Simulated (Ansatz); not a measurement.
Ansatz (an electronic-structure program) input (B3LYP-D3(BJ)/def2-TZVP):

Ansatz 0.2 input:
```yaml
crystal:
  periodic: [false, false, false]
  atoms:
    - {symbol: C, position_ang: [0.10850459, 0.05504033, -0.05250686]}
    - {symbol: O, position_ang: [0.22328157, 1.21371744, -0.51862629]}
    - {symbol: O, position_ang: [-1.20140996, -0.25340913, 0.44854802]}
    - {symbol: H, position_ang: [-1.65579332, 0.58035355, 0.27135946]}
    - {symbol: C, position_ang: [1.01286197, -0.97365632, 0.06482395]}
    - {symbol: H, position_ang: [0.72779788, -1.92009361, 0.50193316]}
    - {symbol: H, position_ang: [2.02482319, -0.83103053, -0.28656900]}
basis:
  gaussian:
    orbitals: def2-TZVP
hamiltonian:
  xc: b3lyp
  dispersion: d3bj
total_charge: -1
phonons: {temperatures: {t_min: 298.15, t_max: 298.15, t_step: 100}}
```

Output:

```
Functional definition: B3LYP
integrals: 0.04 GiB planned
794 factors; their error is unknown
mean field: 0.49 GiB planned
mean field evaluation 1: about -6214.9884 eV, gradient 4.9e1 eV
mean field evaluation 2: about -6210.0001 eV, gradient 6.6e1 eV
mean field evaluation 4: about -6220.0339 eV, gradient 3.8e0 eV
mean field evaluation 8: about -6220.0613 eV, gradient 4.3e-1 eV
mean field evaluation 16: about -6220.0615 eV, gradient 1.2e-5 eV
mean field -6220.06151087 eV, -228.5830444154 hartree, gradient 1.2e-5 eV, S^2 0.000000; 0 other end points of the search recorded, 0 dependent functions left out
the calculation of the forces begins
reference -6220.06172432 eV, -228.5830522596 hartree; 16, 16 occupied and 126, 126 virtual orbitals, 794 factors
these checks for a lower state are left out or cut short: stability, starts, cluster_reference, orbital_swaps, neighbouring_geometries, increment
integrals: 0.04 GiB planned
794 factors; their error is unknown
mean field: 0.49 GiB planned
mean field -6220.06125836 eV, -228.5830351358 hartree, gradient 1.6e-6 eV, S^2 0.000000; 0 other end points of the search recorded, 0 dependent functions left out
the calculation of the forces begins
reference -6220.06147187 eV, -228.5830429821 hartree; 16, 16 occupied and 126, 126 virtual orbitals, 794 factors
these checks for a lower state are left out or cut short: stability, starts, cluster_reference, orbital_swaps, neighbouring_geometries, increment
integrals: 0.04 GiB planned
794 factors; their error is unknown
mean field: 0.49 GiB planned
mean field evaluation 32: about -6220.0613 eV, gradient 1.1e-6 eV
mean field -6220.06125216 eV, -228.5830349081 hartree, gradient 1.6e-6 eV, S^2 0.000000; 0 other end points of the search recorded, 0 dependent functions left out
the calculation of the forces begins
reference -6220.06146556 eV, -228.5830427503 hartree; 16, 16 occupied and 126, 126 virtual orbitals, 794 factors
these checks for a lower state are left out or cut short: stability, starts, cluster_reference, orbital_swaps, neighbouring_geometries, increment
integrals: 0.04 GiB planned
794 factors; their error is unknown
mean field: 0.49 GiB planned
mean field -6220.06139946 eV, -228.5830403212 hartree, gradient 1.6e-6 eV, S^2 0.000000; 0 other end points of the search recorded, 0 dependent functions left out
the calculation of the forces begins
reference -6220.06161287 eV, -228.5830481639 hartree; 16, 16 occupied and 126, 126 virtual orbitals, 794 factors
these checks for a lower state are left out or cut short: stability, starts, cluster_reference, orbital_swaps, neighbouring_geometries, increment
integrals: 0.04 GiB planned
794 factors; their error is unknown
mean field: 0.49 GiB planned
mean field -6220.06140593 eV, -228.5830405587 hartree, gradient 1.6e-6 eV, S^2 0.000000; 0 other end points of the search recorded, 0 dependent functions left out
the calculation of the forces begins
reference -6220.06161942 eV, -228.5830484045 hartree; 16, 16 occupied and 126, 126 virtual orbitals, 794 factors
these checks for a lower state are left out or cut short: stability, starts, cluster_reference, orbital_swaps, neighbouring_geometries, increment
integrals: 0.04 GiB planned
794 factors; their error is unknown
mean field: 0.49 GiB planned
mean field -6220.06135226 eV, -228.5830385864 hartree, gradient 1.6e-6 eV, S^2 0.000000; 0 other end points of the search recorded, 0 dependent functions left out
the calculation of the forces begins
reference -6220.06156573 eV, -228.5830464315 hartree; 16, 16 occupied and 126, 126 virtual orbitals, 794 factors
these checks for a lower state are left out or cut short: stability, starts, cluster_reference, orbital_swaps, neighbouring_geometries, increment
integrals: 0.04 GiB planned
[...]
reference -6220.06160040 eV, -228.5830477055 hartree; 16, 16 occupied and 126, 126 virtual orbitals, 794 factors
these checks for a lower state are left out or cut short: stability, starts, cluster_reference, orbital_swaps, neighbouring_geometries, increment
integrals: 0.04 GiB planned
794 factors; their error is unknown
mean field: 0.49 GiB planned
mean field evaluation 128: about -6220.0615 eV, gradient 1.7e-4 eV
mean field -6220.06147015 eV, -228.5830429189 hartree, gradient 1.6e-6 eV, S^2 0.000000; 0 other end points of the search recorded, 0 dependent functions left out
the calculation of the forces begins
reference -6220.06168358 eV, -228.5830507625 hartree; 16, 16 occupied and 126, 126 virtual orbitals, 794 factors
these checks for a lower state are left out or cut short: stability, starts, cluster_reference, orbital_swaps, neighbouring_geometries, increment
integrals: 0.04 GiB planned
794 factors; their error is unknown
mean field: 0.49 GiB planned
mean field -6220.06149635 eV, -228.5830438816 hartree, gradient 1.6e-6 eV, S^2 0.000000; 0 other end points of the search recorded, 0 dependent functions left out
the calculation of the forces begins
reference -6220.06170981 eV, -228.5830517264 hartree; 16, 16 occupied and 126, 126 virtual orbitals, 794 factors
these checks for a lower state are left out or cut short: stability, starts, cluster_reference, orbital_swaps, neighbouring_geometries, increment
integrals: 0.04 GiB planned
794 factors; their error is unknown
mean field: 0.49 GiB planned
mean field -6220.06128986 eV, -228.5830362933 hartree, gradient 1.6e-6 eV, S^2 0.000000; 0 other end points of the search recorded, 0 dependent functions left out
the calculation of the forces begins
reference -6220.06150326 eV, -228.5830441356 hartree; 16, 16 occupied and 126, 126 virtual orbitals, 794 factors
these checks for a lower state are left out or cut short: stability, starts, cluster_reference, orbital_swaps, neighbouring_geometries, increment
integrals: 0.04 GiB planned
794 factors; their error is unknown
mean field: 0.49 GiB planned
mean field -6220.06131963 eV, -228.5830373874 hartree, gradient 1.6e-6 eV, S^2 0.000000; 0 other end points of the search recorded, 0 dependent functions left out
the calculation of the forces begins
reference -6220.06153313 eV, -228.5830452335 hartree; 16, 16 occupied and 126, 126 virtual orbitals, 794 factors
these checks for a lower state are left out or cut short: stability, starts, cluster_reference, orbital_swaps, neighbouring_geometries, increment
integrals: 0.04 GiB planned
794 factors; their error is unknown
mean field: 0.49 GiB planned
mean field evaluation 160: about -6220.0614 eV, gradient 1.1e-6 eV
mean field -6220.06141791 eV, -228.5830409991 hartree, gradient 1.6e-6 eV, S^2 0.000000; 0 other end points of the search recorded, 0 dependent functions left out
the calculation of the forces begins
reference -6220.06163139 eV, -228.5830488443 hartree; 16, 16 occupied and 126, 126 virtual orbitals, 794 factors
these checks for a lower state are left out or cut short: stability, starts, cluster_reference, orbital_swaps, neighbouring_geometries, increment
integrals: 0.04 GiB planned
794 factors; their error is unknown
mean field: 0.49 GiB planned
mean field -6220.06138891 eV, -228.5830399335 hartree, gradient 1.6e-6 eV, S^2 0.000000; 0 other end points of the search recorded, 0 dependent functions left out
the calculation of the forces begins
reference -6220.06160234 eV, -228.5830477767 hartree; 16, 16 occupied and 126, 126 virtual orbitals, 794 factors
these checks for a lower state are left out or cut short: stability, starts, cluster_reference, orbital_swaps, neighbouring_geometries, increment
integrals: 0.04 GiB planned
794 factors; their error is unknown
mean field: 0.49 GiB planned
mean field -6220.06139157 eV, -228.5830400312 hartree, gradient 1.6e-6 eV, S^2 0.000000; 0 other end points of the search recorded, 0 dependent functions left out
the calculation of the forces begins
reference -6220.06160500 eV, -228.5830478745 hartree; 16, 16 occupied and 126, 126 virtual orbitals, 794 factors
these checks for a lower state are left out or cut short: stability, starts, cluster_reference, orbital_swaps, neighbouring_geometries, increment
integrals: 0.04 GiB planned
794 factors; their error is unknown
mean field: 0.49 GiB planned
mean field -6220.06142666 eV, -228.5830413208 hartree, gradient 1.6e-6 eV, S^2 0.000000; 0 other end points of the search recorded, 0 dependent functions left out
the calculation of the forces begins
reference -6220.06164014 eV, -228.5830491659 hartree; 16, 16 occupied and 126, 126 virtual orbitals, 794 factors
these checks for a lower state are left out or cut short: stability, starts, cluster_reference, orbital_swaps, neighbouring_geometries, increment
integrals: 0.04 GiB planned
794 factors; their error is unknown
mean field: 0.49 GiB planned
mean field -6220.06150512 eV, -228.5830442040 hartree, gradient 1.6e-6 eV, S^2 0.000000; 0 other end points of the search recorded, 0 dependent functions left out
the calculation of the forces begins
reference -6220.06171857 eV, -228.5830520483 hartree; 16, 16 occupied and 126, 126 virtual orbitals, 794 factors
these checks for a lower state are left out or cut short: stability, starts, cluster_reference, orbital_swaps, neighbouring_geometries, increment
integrals: 0.04 GiB planned
794 factors; their error is unknown
mean field: 0.49 GiB planned
mean field evaluation 192: about -6220.0610 eV, gradient 4.2e-1 eV
mean field -6220.06149181 eV, -228.5830437149 hartree, gradient 1.6e-6 eV, S^2 0.000000; 0 other end points of the search recorded, 0 dependent functions left out
the calculation of the forces begins
reference -6220.06170526 eV, -228.5830515591 hartree; 16, 16 occupied and 126, 126 virtual orbitals, 794 factors
these checks for a lower state are left out or cut short: stability, starts, cluster_reference, orbital_swaps, neighbouring_geometries, increment
integrals: 0.04 GiB planned
794 factors; their error is unknown
mean field: 0.49 GiB planned
mean field -6220.06148309 eV, -228.5830433944 hartree, gradient 1.6e-6 eV, S^2 0.000000; 0 other end points of the search recorded, 0 dependent functions left out
the calculation of the forces begins
reference -6220.06169655 eV, -228.5830512390 hartree; 16, 16 occupied and 126, 126 virtual orbitals, 794 factors
these checks for a lower state are left out or cut short: stability, starts, cluster_reference, orbital_swaps, neighbouring_geometries, increment
integrals: 0.04 GiB planned
794 factors; their error is unknown
mean field: 0.49 GiB planned
mean field -6220.06149901 eV, -228.5830439794 hartree, gradient 1.6e-6 eV, S^2 0.000000; 0 other end points of the search recorded, 0 dependent functions left out
the calculation of the forces begins
reference -6220.06171245 eV, -228.5830518233 hartree; 16, 16 occupied and 126, 126 virtual orbitals, 794 factors
these checks for a lower state are left out or cut short: stability, starts, cluster_reference, orbital_swaps, neighbouring_geometries, increment
integrals: 0.04 GiB planned
794 factors; their error is unknown
mean field: 0.49 GiB planned
mean field -6220.06146954 eV, -228.5830428966 hartree, gradient 1.6e-6 eV, S^2 0.000000; 0 other end points of the search recorded, 0 dependent functions left out
the calculation of the forces begins
reference -6220.06168299 eV, -228.5830507405 hartree; 16, 16 occupied and 126, 126 virtual orbitals, 794 factors
these checks for a lower state are left out or cut short: stability, starts, cluster_reference, orbital_swaps, neighbouring_geometries, increment
integrals: 0.04 GiB planned
794 factors; their error is unknown
mean field: 0.49 GiB planned
mean field evaluation 224: about -6220.0612 eV, gradient 4.3e-1 eV
mean field -6220.06144514 eV, -228.5830419998 hartree, gradient 1.6e-6 eV, S^2 0.000000; 0 other end points of the search recorded, 0 dependent functions left out
the calculation of the forces begins
reference -6220.06165860 eV, -228.5830498444 hartree; 16, 16 occupied and 126, 126 virtual orbitals, 794 factors
Total energy: -6220.23014898 eV, -228.5892417517 hartree
Atom 0 at     0.108505     0.055040    -0.052507 Å, force     0.000004    -0.000077     0.000028 eV/Å
Atom 1 at     0.223282     1.213717    -0.518626 Å, force    -0.000264    -0.000113     0.000120 eV/Å
Atom 2 at    -1.201410    -0.253409     0.448548 Å, force     0.000232     0.000479    -0.000247 eV/Å
Atom 3 at    -1.655793     0.580354     0.271359 Å, force    -0.000194    -0.000094     0.000092 eV/Å
Atom 4 at     1.012862    -0.973656     0.064824 Å, force     0.000204    -0.000200     0.000015 eV/Å
Atom 5 at     0.727798    -1.920094     0.501933 Å, force     0.000034     0.000072    -0.000037 eV/Å
Atom 6 at     2.024823    -0.831031    -0.286569 Å, force    -0.000017    -0.000068     0.000030 eV/Å
Dipole moment:    -0.382777    -0.010720     0.116787 e Å
Vibrations: 425.54 442.00 454.38 565.13 623.28 749.12 803.39 1020.51 1182.91 1267.36 1443.43 1698.79 3144.22 3227.83 3756.94 cm⁻¹, zero-point energy 1.289735 eV
```

It need not be the lowest isomer of its formula. Whether it binds its extra electron was not tested at this geometry.
